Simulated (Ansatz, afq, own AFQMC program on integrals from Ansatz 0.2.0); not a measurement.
Zn⁺, doublet: AFQMC among the cluster methods

A free Zn cation.

Basis def2-TZVP. Only valence electrons are correlated. AFQMC by an in-house program on the Cholesky factors that Ansatz 0.2.0 writes for its CCSD(T) run. The CISD trial takes its coefficients from CCSD amplitudes. Released means that phaseless walkers are propagated on without the constraint, phases kept. Uncertainties: one standard error, sampling alone. The metal's outer-core s and p shells are frozen, which shifts wave-function levels against functionals.

Determinant: UHF, the one that the program's search chose, which needn't be the lowest solution.

No full CI on the walks' own integrals is used here; CCSDT(Q) serves as the reference and is uncertain by about the last step of the cluster series.

Cautions: no relativity below Rb; outer-core shells of the metal frozen; the released energies move by 1.5 errors or more from one time to the next, so no released level is given (meV from the phaseless value at times in 1/Eh: -1.7 ± 1.8 at 0.24, 0.1 ± 2.3 at 0.51, 2.0 ± 2.3 at 0.99, -2 ± 4 at 1.62, 13 ± 4 at 2.40).

```
T1 diagnostic                               : 0.0104
weight of the determinant in the CISD state : 0.959
⟨S²⟩ of the determinant                     : 0.751
size of the correlated space                : 11 electrons in 39 orbitals
```

```tsv
level	correlation energy (eV)
MP2	-9.8991
CCSD	-8.9820
CCSD(T)	-9.1363
```

(1) Estimate where phaseless AFQMC with the Hartree–Fock trial lies against CCSD(T) on the same integrals.

(1) 6.5 ± 2.3 kJ/mol below CCSD(T).

Reference: CCSDT(Q), correlation energy -9.128 eV.

| level | E − E(reference) (kJ/mol) | share of correlation (%) |
| --- | --- | --- |
| CCSD(T) | -0.8 | 100.09 |
| CCSDT | 0.2 | 99.98 |
| ph-AFQMC/HF | -7.3 ± 2.3 | 100.83 |
| ph-AFQMC/CISD | 0.0 ± 0.2 | 100.00 |

A walk keeps the symmetry of its determinant, which the program's search chose and which needn't be the lowest solution, so a lower state of the same spin and another symmetry isn't excluded.
